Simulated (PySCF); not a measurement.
# Frontier orbitals and the lowest excitations

Compound: PF2PH2, F2H2P2.
Structure used (GFN2-xTB), in Å, numbered top down from 1:
```
atom  x, y, z in Å
F1    -1.5210   -0.9900   -0.8642
P2    -0.8126    0.4147   -0.4720
F3    -1.6951    0.6239    0.8719
P4     0.9754   -0.4224    0.4867
H5     1.4520    0.8710    0.7151
H6     1.6043   -0.4953   -0.7591
```

Theory: PySCF, TDDFT PBE0/def2-SVPD, vertical, gas phase, core orbitals frozen in the response.

Frontier orbitals with the atoms that hold most of them (Löwdin shares over 4%, at most four atoms; ? is withheld):

| orbital | ε (eV) | atoms |
| --- | --- | --- |
| LUMO+2 | 0.38 | P4 38%, P2 24%, H5 13%, H6 12% |
| LUMO+1 | -0.66 | P2 42%, P4 38%, F1 6%, F3 6% |
| LUMO | -1.04 | ? |
| HOMO | -7.48 | P2 41%, P4 38%, F1 8%, F3 8% |
| HOMO-1 | -9.36 | ? |
| HOMO-2 | -11.38 | P2 30%, F3 22%, F1 22%, P4 18% |
| HOMO-3 | -11.51 | P4 42%, H5 20%, H6 20%, F1 8% |

(1) Give the leading atoms of the HOMO-1.

(2) Give the leading atoms of the LUMO.

(3) How does S1 compare with the orbital gap of 6.44 eV?

(4) One configuration dominates each of S1, S2, S5 and S7. Which, and how do the shares of the two leading atoms of either orbital change from the occupied to the empty one?

Answers

(1) P4 (bonded to P and 2 H) 55%; P2 (bonded to 2 F and P) 13%; H6 (bonded to P) 10%; H5 (bonded to P) 10%. By element: phosphorus 68%, hydrogen 20%.

(2) P2 (bonded to 2 F and P) 52%; F1 (bonded to P) 14%; F3 (bonded to P) 14%; P4 (bonded to P and 2 H) 12%. By element: phosphorus 64%, fluorine 28%.

(3) S1 is at 4.94 eV (f = 0.012), 1.50 eV below the gap, made of HOMO→LUMO (99%). 

(4) 
- S1 (4.94 eV, f 0.012), HOMO→LUMO (99%): P2 41% → 52%, P4 38% → 12%, F1 8% → 14%
- S2 (6.10 eV, f 0.306), HOMO→LUMO+1 (88%): P2 41% → 42%, P4 38% → 38%
- S5 (6.86 eV, f 0.0007), HOMO-1→LUMO (99%): P4 55% → 12%, P2 13% → 52%, F1 at most 10% → 14%
- S7 (7.36 eV, f 0.0011), HOMO-1→LUMO+1 (97%): P4 55% → 38%, P2 13% → 42%

One conformer stands for the species.
